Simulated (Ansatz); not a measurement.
# SiO+ (quartet): wB97M-V, B2PLYP, RPA-PBE over a scan of the distance Si1–O2, cc-pVDZ

The task here is to estimate one member of a computed series from the others.

The runs use Ansatz 0.2.0, Gaussian basis; cc-pVDZ, all electrons in the functionals, frozen cores in the correlation of double hybrids and RPA.

To be run: wB97M-V, B2PLYP, RPA-PBE, at 1.539 Å; 1.714 Å; 1.869 Å; 2.366 Å; 3.207 Å; 4.617 Å.

### What is computed

The geometry derives from a PBE0/def2-TZVP stationary point (not a proven minimum). One bond is set to the value named and the two fragments are kept rigid.

2 atoms, charge 1, spin multiplicity 4.

Atoms are counted from 1 here; the program's logs count them from 0.

Bond lengths: Si1–O2 1.714 Å.

No dispersion term is added; wB97M-V holds VV10 nonlocal correlation.

The geometry shown and the zero of energy belong to the point 1.714 Å. The yardstick, FCI, and other wave-function levels (R restricted, U unrestricted, valence and pair active spaces) come from earlier runs.

Set-up of the first run:

in.yaml reads:

```yaml
crystal:
  periodic: [false, false, false]
  atoms:
    - {symbol: Si, position_ang: [0.000000, 0.000000, 0.000000]}
    - {symbol: O, position_ang: [0.000000, 0.000000, 1.539000]}
basis:
  gaussian: {orbitals: cc-pVDZ}
total_charge: 1
magnetization: {spin_polarized: true, initial_magnetization: 3}
hamiltonian: {xc: {name: wB97M-V}}
output: {orbitals: {seedname: orbitals}}
```

Command:

```console
> ansatz run in.yaml --threads 1 --pin off --events-out ev --progress --plain --max-ram 2880MiB --backend cpu
```

Among the steps run: wB97M-V, 1.539 Å; wB97M-V, 1.714 Å; wB97M-V, 1.869 Å; wB97M-V, 2.366 Å; wB97M-V, 3.207 Å; wB97M-V, 4.617 Å; B2PLYP, 1.539 Å; B2PLYP, 1.714 Å; B2PLYP, 1.869 Å; B2PLYP, 2.366 Å; B2PLYP, 3.207 Å; B2PLYP, 4.617 Å; RPA-PBE, 1.539 Å; RPA-PBE, 1.714 Å; RPA-PBE, 1.869 Å; RPA-PBE, 2.366 Å; RPA-PBE, 3.207 Å; RPA-PBE, 4.617 Å.

One table of the session follows, with a row left open; its other results are not shown here.

It belongs to the step «The comparison». 

| level | 1.539 Å | 1.869 Å | 2.366 Å | 3.207 Å |
| --- | --- | --- | --- | --- |
| FCI | ? | ? | ? | ? |
| wB97M-V | 0.765 | -0.068 | -0.368 | -0.035 |
| B2PLYP | 0.751 | -0.019 | -0.287 | -0.002 |
| RPA-PBE | 0.880 | -0.129 | -0.558 | -0.317 |

**Question.** Estimate the row for FCI.

The run gave: 1.539 Å: 0.776; 1.869 Å: -0.044; 2.366 Å: -0.248; 3.207 Å: 0.006. In the column «1.539 Å» it lies between wB97M-V (0.765) and RPA-PBE (0.880).
